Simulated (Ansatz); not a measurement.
The cluster Li₂O⁻. Total charge -1; doublet. Geometry PBE-D4/def2-TZVPD; atoms count from 1.

```xyz
3

Li    1.365    0.554    0.299
Li   -1.089   -0.914   -0.489
O    -0.276    0.359    0.190
```

The highest occupied level of the charge -1 doublet lies above zero (up to 0.88 eV). Energy differences disagree on whether the electron is bound (positive means bound): 0.09 eV (vertical, against the charge 0 singlet, at PBE0-D4/def2-TZVPD), but -0.16 eV at CCSD/def2-TZVPPD. The structure comes from a short search, and lower isomers may exist.

**Question.** Estimate the Mulliken populations from the PBE0/def2-TZVPD orbitals of Ansatz.

**Answer.** 
```tsv
atom	charge (e)	spin (α − β)
Li1	0.08	0.65
Li2	0.08	0.65
O3	-1.16	-0.30
```
Mulliken values depend strongly on the basis. With diffuse functions, as here, like atoms can get unlike values, and bond orders can come out too low or too high.

**Question.** Where does the spin sit?

**Answer.** Summed by element: Li 1.30, O -0.30, of 1 unpaired in all. Largest on single atoms: Li2 0.65, Li1 0.65, O3 -0.30.

**Question.** And the Mayer bond orders between heavy atoms (over 0.3)?

**Answer.** Li1–Li2 0.78 (2.97 Å).
